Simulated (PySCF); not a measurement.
## Magnesium: highly charged ions in a basis for the neutral atom

Mg⁸⁺ [He] 2s2, Mg⁹⁺ [He] 2s1. Calculation: PySCF 2.14, in aug-cc-pVDZ (5s4p2d, 27 functions); the non-relativistic Hamiltonian (point nucleus). No spin-orbit coupling, so a gap to NIST mixes the basis error with missing relativistic terms.

Changed run: basis of the neutral atom used for a highly charged ion. This setting is unsound on purpose.

| species | method | sound run (hartree) | changed run (hartree) | converged |
| --- | --- | --- | --- | --- |
| Mg⁸⁺ | UHF | not run | -161.32321 | yes |
| Mg⁸⁺ | BP86 | not run | -161.44307 | yes |
| Mg⁸⁺ | r2SCAN | not run | -161.38756 | yes |
| Mg⁹⁺ | UHF | not run | -149.63483 | yes |
| Mg⁹⁺ | BP86 | not run | -149.68828 | yes |
| Mg⁹⁺ | r2SCAN | not run | -149.67352 | yes |

Ionisation energy of Mg⁸⁺:

```csv
method,changed run (eV),NIST (eV)
UHF,318.06,327.99
BP86,319.86,327.99
r2SCAN,318.76,327.99
```

The contracted functions were made for the neutral atom and can be too rigid for a highly charged ion.
